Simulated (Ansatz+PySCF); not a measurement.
singlet C₂H₆O: levels of theory in one basis

```json
{"atom": "O", "x (Å)": "0.0000", "y (Å)": "0.0000", "z (Å)": "-0.5779"}
{"atom": "C", "x (Å)": "0.0000", "y (Å)": "1.1610", "z (Å)": "0.1881"}
{"atom": "C", "x (Å)": "0.0000", "y (Å)": "-1.1610", "z (Å)": "0.1881"}
{"atom": "H", "x (Å)": "0.0000", "y (Å)": "2.0214", "z (Å)": "-0.4962"}
{"atom": "H", "x (Å)": "-0.8952", "y (Å)": "1.2329", "z (Å)": "0.8396"}
{"atom": "H", "x (Å)": "0.8952", "y (Å)": "1.2329", "z (Å)": "0.8396"}
{"atom": "H", "x (Å)": "0.0000", "y (Å)": "-2.0214", "z (Å)": "-0.4962"}
{"atom": "H", "x (Å)": "0.8952", "y (Å)": "-1.2329", "z (Å)": "0.8396"}
{"atom": "H", "x (Å)": "-0.8952", "y (Å)": "-1.2329", "z (Å)": "0.8396"}
```

Basis set: def2-SVP (spherical functions). Frozen core: 3 orbitals. Charge 0, multiplicity 1.

Computed with Ansatz (development build ahead of 0.2.0); each method stands on the lowest determinant of its kind that the runs found. NEVPT2 correlates all electrons. Active spaces start from the frontier orbitals, and the lowest solution found is given.

```csv
method,E − E(RHF) (eV),<S²> of the determinant
RHF,0.00,0.00
RHF-MP2,-12.96,–
RHF-CCSD(T),-14.37,–
"CASSCF(2,2)",-0.55,–
"SC-NEVPT2(2,2)",-13.10,–
```

**Question.** What does RHF-CCSD give on the same scale?

**Answer.** -14.02 eV.

**Question.** Is a single determinant a sound starting point here?

**Answer.** By this sign, yes. Unrestricted orbitals gain 0.00 eV and <S²> is 0.00 against 0.00 for a pure state. The CASSCF(2,2) natural occupations are 1.98, 0.02.

Caution for CASSCF(2,2): other starts end on other solutions of this active space.
